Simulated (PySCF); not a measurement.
# Converging AlH in the basis (CCSD(T))

PySCF, RHF reference; singlet, unpaired electrons none; De to Al + H without counterpoise correction. Frozen cores follow the default of each basis and core potential.

```tsv
basis	relativity	functions	Re (Å)	ωe (cm⁻¹)	De (eV)	frozen orbitals
STO-3G	no relativity	10	1.584	2248	5.18	5
x2c-SVPall	spin-free X2C	23	1.646	1727	3.03	5
cc-pV(D+d)Z/cc-pVDZ	no relativity	28	1.653	1686	2.98	5
cc-pV(T+d)Z/cc-pVTZ	no relativity	53	1.652	1678	3.13	5
def2-TZVPP	no relativity	56	1.651	1683	3.14	5
def2-TZVPPD	no relativity	65	1.652	1678	3.15	5
```

(1) How does each smaller set differ from the one with most functions, def2-TZVPPD?

Correlated steps freeze 5 core orbitals. Correlated levels converge slowly with the basis: in double zeta they bind strong bonds too weakly, by up to about 1 eV, and carry superposition errors of some tenths. Where the molecule has an RHF reference, its open-shell atoms are computed with UHF. STO-3G is very small, so such numbers show the basis as much as the molecule.

Answers

(1) STO-3G: -6.8 pm, +34.0 % in ωe, +2.03 eV in De; x2c-SVPall: -0.6 pm, +2.9 % in ωe, -0.12 eV in De; cc-pV(D+d)Z/cc-pVDZ: +0.1 pm, +0.5 % in ωe, -0.17 eV in De; cc-pV(T+d)Z/cc-pVTZ: +0.0 pm, +0.0 % in ωe, -0.02 eV in De; def2-TZVPP: -0.1 pm, +0.3 % in ωe, -0.01 eV in De. All at CCSD(T); the set with most functions is neither the basis-set limit nor always the best. The rows treat relativity differently, so the differences are not basis effects alone.
